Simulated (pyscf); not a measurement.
Optimised with ωB97X-D3(BJ)/def2-SVP in PySCF.

**Question.** For `[SiH3][SiH3]` + `[F][CH2][F]` -> `[F][CH2][SiH3]` + `[F][SiH3]`, a four-centre exchange (singlet surface; Si–Si, C–F broken, C–Si, F–Si formed), PBE/def2-TZVP gives ΔE‡ = 61.8 kcal/mol and ΔE = -30.0 kcal/mol (zero: the separated reactants). In which direction and how far do r²SCAN/def2-TZVP, M06-2X/def2-TZVP, ωB97M-D3(BJ)/def2-TZVP move these?

**Answer.** r²SCAN: ΔE‡ = 65.4 kcal/mol, ΔE = -33.2 kcal/mol; M06-2X: ΔE‡ = 76.5 kcal/mol, ΔE = -36.6 kcal/mol; ωB97M-D3(BJ): ΔE‡ = 74.0 kcal/mol, ΔE = -36.2 kcal/mol. PBE's barrier lies under all of them, by 3.5 to 14.7 kcal/mol. Its reaction energy lies over all of them, by 3.3 to 6.6 kcal/mol. Low barriers are usual for a GGA, whose delocalisation error favours stretched bonds. From the product side, •H₂C–F + SiH₃• + F–SiH₃ lies, by one bond made or cut, 24.1 kcal/mol under this saddle at ωB97M-D3(BJ)/def2-TZVP. This is the saddle that the search found; another between the same sides may lie lower. One closed-shell reference is unstable to symmetry breaking; treat the single-reference values with care.
